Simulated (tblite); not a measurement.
Acetyloxyl radical, C2H3O2 (doublet state).
Atom-mapped SMILES: `[CH3:1][C:2]([O:3])=[O:4]` (hydrogens: H5, H6, H7 on C1)
Bond orders are those of one Lewis drawing.

Computed with GFN2-xTB (tblite), gas phase: L-BFGS steps from a force-field or distance-geometry start until the largest atomic force falls under 0.01 eV/Å.

Step 0: E = -376.4036 eV
```
atom  x, y, z in Å  |  force x, y, z in eV/Å
C1     -0.6579    0.0034    0.0498   -1.608   1.292   0.123
C2      0.8245   -0.0550   -0.0671    6.686   1.273  -0.918
O3      1.5453    1.0626   -0.4683   -4.178  -4.313   1.619
O4      1.3887   -1.1420    0.2283   -1.990   2.255  -0.582
H5     -0.9382    1.0890    0.0723    0.096  -0.874  -0.029
H6     -1.0115   -0.4851    0.9861    0.479   0.204  -0.713
H7     -1.1476   -0.4680   -0.8282    0.514   0.164   0.501
```

Step 1: E = -377.3800 eV
```
atom  x, y, z in Å  |  force x, y, z in eV/Å
C1     -0.6808    0.0219    0.0516   -0.557   0.157   0.016
C2      0.9200   -0.0368   -0.0802    1.952   1.804  -0.679
O3      1.4857    1.0010   -0.4452   -1.851  -0.832   0.357
O4      1.3603   -1.1098    0.2200   -0.398  -1.426   0.433
H5     -0.9368    1.0765    0.0719   -0.024   0.023   0.011
H6     -1.0047   -0.4822    0.9759    0.414   0.161  -0.421
H7     -1.1403   -0.4656   -0.8211    0.463   0.114   0.283
```

Task: Estimate the geometry and energy of step 2. (The exact step hangs on the optimiser's Hessian estimate; all steps are aligned on step 1, rigid shifts and turns removed.)

Result: E = -377.3148 eV, largest force 7.046 eV/Å
```
atom  x, y, z in Å  |  force x, y, z in eV/Å
C1     -0.6950    0.0276    0.0521   -0.239  -0.214   0.075
C2      0.9719    0.0011   -0.0953   -1.071  -6.620   2.162
O3      1.4409    0.9758   -0.4349    1.920   5.453  -1.889
O4      1.3484   -1.1330    0.2272   -1.095   1.099  -0.287
H5     -0.9371    1.0751    0.0720   -0.055   0.300   0.024
H6     -0.9956   -0.4787    0.9663    0.247   0.011  -0.085
H7     -1.1302   -0.4630   -0.8145    0.292  -0.028  -0.001
```

The energy changes by +0.0652 eV. The first-order estimate −F·Δx gives -0.3524 eV and the mean of the old and new forces, exact on a quadratic surface, +0.1182 eV. The step makes an angle of 9° with the force vector and moves no atom by more than 0.066 Å. The energy falls at the start of this step and ends higher, so the step passed the lowest point of its straight line.

The cost below is that of the whole relaxation. On an Arm Neoverse V2 with one thread, shared host with 96 logical CPUs at a one-minute load of 52, this took under 0.1 s of wall time.
